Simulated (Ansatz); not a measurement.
Z-matrix (Å, degrees):
```
C
C 1 1.363
S 1 1.718 2 112.1
O 1 1.348 2 130.1 3 -180.0
C 2 1.421 1 111.8 3 -0.0
H 2 1.083 1 123.7 3 -180.0
C 3 1.717 1 91.5 2 0.0
H 4 0.962 1 108.7 2 0.0
H 5 1.082 2 123.6 1 180.0
H 7 1.078 3 119.8 1 180.0
```

Charge 0, multiplicity 1.

List the B3LYP/def2-TZVPP orbital energies in eV (the Gaussian-basis code of Ansatz). (Estimate.)

Ansatz gave: Occupied: -2418.62, -521.80, -279.15, -277.30, -276.95, -276.79, -216.59, -161.15, -161.05, -160.98, -29.55, -23.97, -20.19, -19.61, -16.61, -15.45, -14.39, -12.74, -11.86, -11.77, -11.04, -10.05, -9.61, -9.48, -7.00, -5.95. Lowest empty: -0.22, 0.34, 0.61, 1.39, 1.64, 2.40, 2.83, 3.06.

B3LYP here is the variant with VWN-RPA as its local correlation; programs differ in this.
